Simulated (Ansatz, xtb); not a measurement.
BFHSi+: where a starting geometry ends

The starting geometry of this gas-phase singlet has its atoms placed at random.

```yaml
atoms:
  - { symbol: B, position_ang: [-0.2257, 0.8981, 1.3955] }
  - { symbol: F, position_ang: [-0.1880, -0.8967, 1.2521] }
  - { symbol: Si, position_ang: [-0.5407, -1.5993, -0.1646] }
  - { symbol: H, position_ang: [-1.1907, 0.2235, 0.8540] }
```

Guess where an optimisation with r2SCAN-D4/def2-SVP ends from this start.

It loosens into HSi + BF, which stay close as a complex (formulas without charges). Contacts that open: B1–H4 (1.30 → 3.78 Å), F2–Si3 (1.62 → 2.27 Å). Contacts that close: B1–F2 (1.80 → 1.34 Å), Si3–H4 (2.19 → 1.52 Å).

The energy falls by 2.83 eV over 32 steps:

```tsv
step	E − E(last) (eV)
1	2.833
4	0.446
8	0.361
11	0.306
15	0.287
18	0.222
22	0.058
25	0.012
29	0.000
32	0.000
```

Final geometry (Å):

| atom | x (Å) | y (Å) | z (Å) |
| --- | --- | --- | --- |
| B | 0.6366 | 0.3725 | 2.4740 |
| F | -0.0171 | -0.2261 | 1.4664 |
| Si | -1.0004 | -1.4105 | -0.1974 |
| H | -1.7642 | -0.1103 | -0.4060 |

From the same start GFN2-xTB ends elsewhere, differing in B1–Si3 (2.11 against 3.60 Å here), B1–H4 (1.18 against 3.78 Å here), Si3–H4 (2.96 against 1.52 Å here).

From so rough a start the end depends on the optimiser's path, so another program may land elsewhere. No frequencies were run, so the end isn't proven a minimum. Run with Ansatz 0.2.0, 95 s on 1 thread of AMD EPYC (Zen 3), with other jobs on the host.
